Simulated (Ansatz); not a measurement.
Relaxation of C₂H₄Cl (7 atoms, charge 0, multiplicity 2), to a largest force component of 0.03 eV/Å in at most 50 steps.

All numbers below come from UKS r2SCAN-D4/def2-SVP in Ansatz 0.2.0.

```xyz
7
Properties=species:S:1:pos:R:3
H -1.684 -0.884 -0.263
Cl -2.531 -1.767 0.214
C 0.296 0.355 -0.630
C 1.017 0.490 0.456
H 0.218 0.699 -1.659
H 0.791 -0.052 1.384
H 1.893 1.159 0.499
```

Q: Where does it end, and by what steps?

A: The forces met the threshold. After 25 steps the energy has fallen by 1.374 eV; H1 moved furthest, 1.62 Å. Parted: H1–Cl2. Joined: H1–C3, Cl2–C3.

```
step  energy less start (eV)  largest force component (eV/Å)  accepted
   0                  0.0000                           0.372       yes
   1                 -0.0400                           0.164       yes
   2                 -0.0721                           0.325       yes
   3                 -0.0480                           1.059        no
   4                 -0.0867                           0.464       yes
   5                 -0.1031                           0.372       yes
   6                 -0.1368                           0.540       yes
   7                 -0.2331                           0.539       yes
   8                  0.1279                           4.758        no
   9                 -0.2979                           0.439       yes
  10                 -0.3416                           0.228       yes
  11                 -0.3680                           0.299       yes
  12                 -0.3931                           0.512       yes
  13                 -0.4346                           0.429       yes
  14                 -0.4946                           0.577       yes
  15                 -0.5576                           0.844       yes
  16                 -0.6599                           0.787       yes
  17                 -0.7824                           0.945       yes
  18                 -0.9238                           1.304       yes
  19                 -1.1220                           1.467       yes
  20                 -1.2605                           1.234       yes
  21                 -1.3117                           0.999       yes
  22                 -1.1879                           2.496        no
  23                 -1.3676                           0.260       yes
  24                 -1.3743                           0.058       yes
  25                 -1.3744                           0.012       yes
```

```xyz
7
Properties=species:S:1:pos:R:3
H -1.298 0.685 -0.189
Cl -1.031 -1.683 -0.306
C -0.417 0.069 -0.410
C 0.687 0.268 0.530
H -0.126 0.198 -1.461
H 0.482 0.487 1.582
H 1.704 -0.023 0.254
```

Whether the end is a true minimum wasn't checked by a vibrational analysis.

The run took 65 s on 2 threads of Arm Neoverse V1, with other jobs on the host, peak memory 0.17 GiB.
